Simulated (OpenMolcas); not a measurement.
# One shape, several levels: Si2H3Cl (SMILES [SiH3][Si]Cl)

Wanted: a comparison of 4 runs (UHF/3-21G, UHF/def2-SVP, UPBE0/def2-SVP, ROMP2/Ahlrichs_VTZ) of Si2H3Cl. 

Program for the calculation: OpenMolcas 26.06.

3 further runs of the same task are left out: 3 set aside as unsound or not needed.

### 1 The molecule

Si2H3Cl: 6 atoms, total charge 0, spin state triplet. SMILES: `[SiH3][Si]Cl`. The coordinates come from a GFN2-xTB relaxation.

Bond lengths: Si1–Si2 2.282 Å, Si2–Cl3 2.082 Å, Si1–H4 1.472 Å, Si1–H5 1.472 Å, Si1–H6 1.462 Å. Angles: Si1–Si2–Cl3 116.4°, Si2–Si1–H4 116.2°, Si2–Si1–H5 116.2°, Si2–Si1–H6 101.9°, H4–Si1–H5 104.3°, H4–Si1–H6 109.0°, H5–Si1–H6 108.9°.

### 2 Energy and gradient at UHF/3-21G (run 1)

run.input

```
&GATEWAY
 BasLib=$CurrDir
 BasisSet
 Si.3-21G....
 Si1 -0.516260 0.402560 -0.264740 angstrom
 Si2 1.167530 -0.170130 1.165700 angstrom
 End of Basis
 BasisSet
 Cl.3-21G....
 Cl3 2.104480 -1.995100 0.807910 angstrom
 End of Basis
 BasisSet
 H.3-21G....
 H4 -0.142080 0.561030 -1.679180 angstrom
 H5 -1.679700 -0.498310 -0.294360 angstrom
 H6 -0.933970 1.699940 0.264670 angstrom
 End of Basis

&SEWARD

&SCF
 UHF
 Spin=3
 Thresholds=1e-10 1e-07 1e-07 1e-05
 PrOrbitals=1 2

&ALASKA
```

The basis set 3-21G is read from a file made from the Basis Set Exchange's data (not shown).

Command:

```console
$ export MOLCAS_MEM=1860
$ pymolcas run.input > run.log
```

Log:

```text
--- Start Module: gateway ---
[...]
--- Stop Module: gateway /rc=_RC_ALL_IS_WELL_ ---
[...]
      Basis functions           45
[...]
--- Start Module: scf ---
[...]
       Convergence after  20 Iterations
[...]
::    Total SCF energy                              -1033.8037470452
[...]
      Total spin, S                                     1.0020906143
[...]
      Total electronic charge=   48.000000
      Total            charge=   -0.000000
[...]
      Dipole Moment (debye):
      Origin of the operator (angstrom)=    0.9477   -0.6545    0.5507
                   X= -1.5528E+00               Y=  2.5274E+00               Z=  2.1177E-01           Total=  2.9738E+00
      Quadrupole Moment (debye*angstrom):
[...]
--- Stop Module: scf /rc=_RC_ALL_IS_WELL_ ---
[...]
--- Start Module: alaska ---
[...]
 *              Molecular gradients               *
 **************************************************
  Irreducible representation: a
 ------------------------------------------------------------------------------------------
                              X                       Y                       Z
 ------------------------------------------------------------------------------------------
  SI1               1.69653606021871E-02   -6.07681819991246E-03    1.41208920395712E-02
  SI2               4.39021302331311E-03   -2.48610678679508E-02   -1.41849185315834E-02
  CL3              -1.94093623045148E-02    3.47969717035177E-02    5.10776379292721E-03
  H4               -8.18147905714212E-03   -1.10366572878751E-03    3.63633865763724E-03
  H5                2.46410136956499E-03    6.26484179598563E-03   -5.99158925944399E-03
  H6                3.77116636659691E-03   -9.02026170283099E-03   -2.68848669912636E-03
 ------------------------------------------------------------------------------------------
--- Stop Module: alaska /rc=_RC_ALL_IS_WELL_ ---
[...]
```

It took 2.9 s on 1 thread of Arm Neoverse V1, shared host; peak memory 0.38 GiB.

### 3 Energy and gradient at UHF/def2-SVP (run 2)

run.inp

```
&GATEWAY
  BASLIB=$CurrDir
  COORD
  6
  angstrom
  Si      -0.516260       0.402560      -0.264740
  Si       1.167530      -0.170130       1.165700
  Cl       2.104480      -1.995100       0.807910
  H       -0.142080       0.561030      -1.679180
  H       -1.679700      -0.498310      -0.294360
  H       -0.933970       1.699940       0.264670
  BASIS=def2-SVP
  GROUP=NoSym

&SEWARD

&SCF
  UHF
  SPIN=3
  THRESHOLDS=1e-10 1e-07 1e-07 1e-05
  PRORBITALS=1

&ALASKA
```

The basis set def2-SVP is read from a file made from the Basis Set Exchange's data (not shown).

Command:

```console
$ export MOLCAS_MEM=1860
$ pymolcas run.inp > run.log
```

Log:

```text
--- Start Module: gateway ---
[...]
--- Stop Module: gateway /rc=_RC_ALL_IS_WELL_ ---
[...]
      Basis functions           69
[...]
--- Start Module: scf ---
[...]
       Convergence after  18 Iterations
[...]
::    Total SCF energy                              -1038.7548550850
[...]
      Total spin, S                                     1.0031828980
[...]
      Total electronic charge=   48.000000
      Total            charge=   -0.000000
[...]
      Dipole Moment (debye):
      Origin of the operator (angstrom)=    0.9477   -0.6545    0.5507
                   X= -7.5730E-01               Y=  1.4021E+00               Z=  2.3284E-01           Total=  1.6105E+00
      Quadrupole Moment (debye*angstrom):
[...]
--- Stop Module: scf /rc=_RC_ALL_IS_WELL_ ---
[...]
--- Start Module: alaska ---
[...]
 *              Molecular gradients               *
 **************************************************
  Irreducible representation: a
 ------------------------------------------------------------------------------------------
                              X                       Y                       Z
 ------------------------------------------------------------------------------------------
  SI1               1.44143581368912E-02   -5.19433348790876E-03    1.19618791491432E-02
  SI2              -1.01048830200949E-02    7.24561417653113E-03   -5.68095985633832E-03
  CL3              -2.03108948187136E-03    1.29954547047717E-03   -1.25920325875573E-03
  H4               -7.12724842092660E-03   -6.72066818486750E-04    2.57764385673553E-03
  H5                1.50170312451703E-03    5.30512159478969E-03   -5.23290023376716E-03
  H6                3.34715966145005E-03   -7.98388093534008E-03   -2.36645965710602E-03
 ------------------------------------------------------------------------------------------
--- Stop Module: alaska /rc=_RC_ALL_IS_WELL_ ---
[...]
```

It took 5.1 s on 1 thread of Arm Neoverse V1, shared host; peak memory 0.41 GiB.

Run 3 isn't shown in full; the table further down has it.

### 4 The energy at ROMP2/Ahlrichs_VTZ (RICD fitting) (run 4)

job.inp

```
&gateway
 coord
 6
 bohr
 Si    -0.97559001     0.76072815    -0.50028609
 Si     2.20631194    -0.32149911     2.20285374
 Cl     3.97689083    -3.77019259     1.52672863
 H     -0.26849229     1.06019305    -3.17319031
 H     -3.17417297    -0.94166943    -0.55625978
 H     -1.76494751     3.21242103     0.50015381
 basis
 Ahlrichs_VTZ
 group
 NoSym
 ricd

&seward

&scf
 uhf
 spin
 3
 prorbitals
 1 1

&rasscf
 fileorb
 $Project.UnaOrb
 spin
 3
 nactel
 2 0 0
 inactive
 23
 ras2
 2
 outorbitals
 Canonical
 orblisting
 Few

&caspt2
 ipea
 0.0
 frozen
 15
```

Command:

```console
$ export MOLCAS_MEM=1860
$ pymolcas job.inp > job.log
```

Log:

```text
--- Start Module: gateway ---
[...]
--- Stop Module: gateway /rc=_RC_ALL_IS_WELL_ ---
[...]
      Basis functions           75
[...]
       Convergence after  16 Iterations
[...]
::    Total SCF energy                              -1039.0156899440
[...]
      Total spin, S                                     1.0020893756
[...]
--- Start Module: rasscf ---
[...]
      Number of active orbitals                  2
[...]
      Spin quantum number                      1.0
[...]
      Active orbitals                            2
[...]
      Number of CSFs                             1
[...]
      Number of root(s) required                 1
[...]
      Convergence after  8 iterations
[...]
      printout of CI-coefficients larger than  0.05 for root  1
      energy=   -1039.014022
      conf/sym  11     Coeff  Weight
             1  uu   1.00000 1.00000
      Natural orbitals and occupation numbers for root  1
      sym 1:   1.000000   1.000000
      ************************************************************************************************************************
      *                                                    Final results                                                     *
[...]
::    RASSCF root number  1 Total energy:  -1039.01402222
[...]
      Total electronic charge=   48.000000
      Total            charge=   -0.000000
[...]
      Dipole Moment (debye):
      Origin of the operator (angstrom)=    0.9477   -0.6545    0.5507
                   X= -1.5540E+00               Y=  2.4834E+00               Z=  1.7676E-01           Total=  2.9349E+00
      Quadrupole Moment (debye*angstrom):
[...]
--- Stop Module: rasscf /rc=_RC_ALL_IS_WELL_ ---
[...]
--- Start Module: caspt2 ---
[...]
 ###    WARNING: User changed nr of frozen orbitals.                         ###
 ###############################################################################
[...]
      E2 (Variational):          -0.1407185822
      Total energy:           -1039.1547408024
[...]
      Reference weight:           0.93183
[...]
::    CASPT2 Root  1     Total energy:  -1039.15474080
[...]
--- Stop Module: caspt2 /rc=_RC_ALL_IS_WELL_ ---
[...]
```

It took 5.7 s on 1 thread of Arm Neoverse V1, shared host; peak memory 0.26 GiB.

### 5 Overview of the runs

| run | level | integration grid | integral approximation | energy (Eh) | dipole moment (D) | HOMO energy (eV) | LUMO energy (eV) | wall time |
| --- | --- | --- | --- | --- | --- | --- | --- | --- |
| 1 | UHF/3-21G | – | none | -1033.803747 | 2.97 | -8.60 | -0.32 | 2.9 s |
| 2 | UHF/def2-SVP | – | none | -1038.754855 | 1.61 | -8.27 | 0.10 | 5.1 s |
| 3 | UPBE0/def2-SVP | UltraFine | none | -1040.213642 | 1.19 | -5.61 | -3.74 | 30 s |
| 4 | ROMP2/Ahlrichs_VTZ (RICD fitting) | – | RICD | -1039.154741 | – | – | – | 5.7 s |

### 6 Results

```
           quantity           value
run 4: total energy  -1039.15474 Eh
```

What this shows: Over runs 1, 2, 3 the dipole moment (its size) runs from 1.19 D (UPBE0/def2-SVP) to 2.97 D (UHF/3-21G). The two ends differ in method and basis. All runs together took 43 s, the longest 30 s.
